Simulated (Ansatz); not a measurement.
# CHClSi (singlet): the correlation ladder, cc-pVDZ

An exercise on one series of results from a longer session: the logs are not shown, and one member is left open.

Method: cc-pVDZ, core rule «outside noble gas», up to 11 orbitals frozen; program: Ansatz 0.2.0, Gaussian basis.

The runs, in order: UHF; CCSD(T) on RHF; CCSD(T) on UHF; BCCD(T) on RHF; CISD; CCSDT(Q) on RHF; CASSCF and MRCISD+Q, 8 electrons in 8 orbitals; CASSCF and NEVPT2, 8 electrons in 8 orbitals.

11 further runs of the same task are left out: 3 that didn't finish, 8 set aside as unsound or not needed. Runs told in other sessions of the task aren't counted.

### The geometry

The geometry is a PBE0/def2-TZVP stationary point (not a proven minimum).

4 atoms, charge 0, spin multiplicity 1.

Atoms are counted from 1 here; the program's logs count them from 0.

Bond lengths: Cl1–C2 1.807 Å, C2–Si3 1.708 Å, C2–H4 1.079 Å. Angles: Cl1–C2–Si3 91.9°, Cl1–C2–H4 114.0°, Si3–C2–H4 154.1°.

Set-up of the first run:

The input, in.yaml:

```yaml
crystal:
  periodic: [false, false, false]
  atoms:
    - {symbol: Cl, position_ang: [0.000000, -0.196247, 1.153603]}
    - {symbol: C, position_ang: [0.000000, 0.995453, -0.204776]}
    - {symbol: Si, position_ang: [0.000000, -0.250678, -1.372761]}
    - {symbol: H, position_ang: [0.000000, 2.025789, 0.114595]}
basis:
  gaussian: {orbitals: cc-pVDZ}
magnetization: {spin_polarized: true, initial_magnetization: 0}
hamiltonian: {xc: hf}
output: {orbitals: {seedname: orbitals}}
```

Command:

```sh
$ ansatz run in.yaml --threads 1 --pin off --events-out ev --progress --plain --max-ram 2393MiB
```

Steps of the session up to this table: UHF; CCSD(T) on RHF; CCSD(T) on UHF; BCCD(T) on RHF; CISD; CCSDT(Q) on RHF; CASSCF and MRCISD+Q, 8 electrons in 8 orbitals; CASSCF and NEVPT2, 8 electrons in 8 orbitals.

One table of the session follows, with a row left open; its other results are not shown here.

It belongs to the step «Misses and costs». 

```
           method  from RCCSDT(Q) (kJ/mol)
              RHF                  +1047.7
              UHF                  +1039.9
             RMP2                   +129.8
             CISD                   +167.6
            RCCSD                    +45.6
         RCCSD(T)                     +6.4
          BCCD(T)                     +6.4
           RCCSDT                     +4.0
        RCCSDT(Q)                        0
  CASSCF frontier                        ?
  NEVPT2 frontier                   +133.6
  MRCISD frontier                    +94.8
MRCISD+Q frontier                    +14.6
```

Q: Estimate the row for CASSCF frontier from the others.

As computed: from RCCSDT(Q) (kJ/mol): +802.7. In the column «from RCCSDT(Q) (kJ/mol)» it lies between CISD (+167.6) and UHF (+1039.9).

Not comparable, so not listed: CCSD(T) on UHF (they don't share determinant, frozen orbitals or solution with the rows shown, or repeat one).

To keep in mind: Warnings: restricted reference is unstable; spin contamination.
